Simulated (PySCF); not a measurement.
# C4H6S (CH3S ... C3H3): the cost of one run

Programs: PySCF 2.14.0, with routines of our own; each step states its level. All values are computed. Atoms count from 0.

### 1 The system as given

11 atoms, charge 0, high-spin multiplicity 3; geometry from: GFN2-xTB fragments, placed rigidly.

The system (radical pair): CH3S···C3H3. The radical centres are 3.08 Å apart, edge to face; the spin sites are atoms 0, 1, 2, 3, 4 (1 unpaired) and atoms 5, 6, 7, 8, 9, 10 (1 unpaired).

### 2 Magnetic exchange: CASSCF and SC-NEVPT2/def2-SVP (2,2)

Job settings and geometry (Å):

```
{"job": {"kind": "cas", "basis": "def2-SVP", "active": "magnetic", "zfs": true}, "charge": 0, "high_spin_multiplicity": 3, "spin_sites": [[[0, 1, 2, 3, 4], 1], [[5, 6, 7, 8, 9, 10], 1]]}
S     -0.747900    -0.000000    -2.264500
C      1.044400    -0.000100    -2.264600
H      1.396800     0.747000    -2.971200
H      1.396800    -0.985600    -2.558100
H      1.397000     0.238600    -1.264400
C     -0.747900    -0.000000     0.812500
C     -0.747200    -0.000400     2.164400
C     -0.747700     0.000100     3.383700
H     -1.673000     0.000100     0.265300
H      0.176900     0.000100     0.264800
H     -0.748100     0.000200     4.432000
```

Level: CASSCF and SC-NEVPT2/def2-SVP spin states, gas phase.

Command:

```bash
> OMP_NUM_THREADS=1 python exch_run.py task.json out
```

One launch serves the whole session: the jobs run in the order shown.

**Question.** How long does this first job take on 1 thread of Arm Neoverse V1, shared host, and how much memory does it need?

About 4.6 s, with a peak of 0.26 GiB.
